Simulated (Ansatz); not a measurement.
We consider 1T (CdI2-type) ZrSe₂, described by LDA in Ansatz (PAW).

Settings: plane-wave cutoff 520 eV, 24×24×12 k mesh (along the axes of the cell as run), Fermi–Dirac smearing 0.05 eV, scalar-relativistic PAW data made under PBE.

Computed at the level's own relaxed cell.

Task: Estimate the elastic constant C13, elastic constant C33, Voigt–Reuss–Hill bulk modulus, elastic constant C11, elastic constant C12, elastic constant C44 and elastic constant C66 that the calculation returns.

Result: 
- elastic constant C13: 9.57 GPa
- elastic constant C33: 52.9 GPa
- Voigt–Reuss–Hill bulk modulus: 37.7 GPa
- elastic constant C11: 115 GPa
- elastic constant C12: 23.5 GPa
- elastic constant C44: 15.6 GPa
- elastic constant C66: 45.5 GPa

Note: the solid has no gap at this level, which affects its response.

Elastic constants are with the ions relaxed.

Static lattice: no zero-point or thermal effects.

The result took about 120 core-minutes (a rough figure).

Ansatz is an electronic-structure program.
